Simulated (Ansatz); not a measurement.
Zinc-blende HgSe was calculated with PBEsol in Ansatz (plane waves, PAW).

Run with plane-wave cutoff 520 eV, 10×10×10 k mesh, Fermi–Dirac smearing 0.01 eV, scalar-relativistic PAW data made under PBE.

Energies at three volumes about the minimum:

```tsv
V (Å³/atom)	E − E_lowest (meV/atom)
28.259	1.92
28.835	0.00
29.412	1.80
```

**Question.** Fit a parabola by hand: where is the minimum, what lattice constant follows, and what is the bulk modulus?

**Answer.** Slopes: (0.00 − 1.92)/(28.835 − 28.259) = -3.333 and (1.80 − 0.00)/(29.412 − 28.835) = 3.120 meV/Å³. Curvature E″ = 2 × (3.120 − (-3.333))/(29.412 − 28.259) = 11.193 meV/Å⁶. From the middle of the first interval, the slope vanishes at V0 = 28.5470 − (-3.333)/11.193 = 28.845 Å³/atom. B = V0 E″ = 28.845 × 11.193 meV/Å³ × 0.1602 GPa per meV/Å³ = 51.7 GPa. With 8 atoms in the cube, a = (8 × 28.845)^(1/3) = 6.134 Å. The full Birch–Murnaghan fit to all volumes gives V0 = 28.833 Å³/atom and B0 = 51.6 GPa.

Measured, for comparison: bulk modulus 50 GPa (temperature not stated, no zero-point or thermal correction, sources range from 48.5 to 51.6; as tabulated in Toher et al. (2017), arXiv:1611.05714); lattice constant a 6.085 Å (293 K, no zero-point or thermal correction; as tabulated in Cardona et al. (2009), arXiv:0908.2634). Computed less measured: bulk modulus +3.2 % (inside the range of the sources held). A static lattice is as a rule a little smaller and stiffer than an uncorrected measurement, which can account for part of this in the bulk modulus.

Ansatz is a quantum-chemistry and plane-wave program.
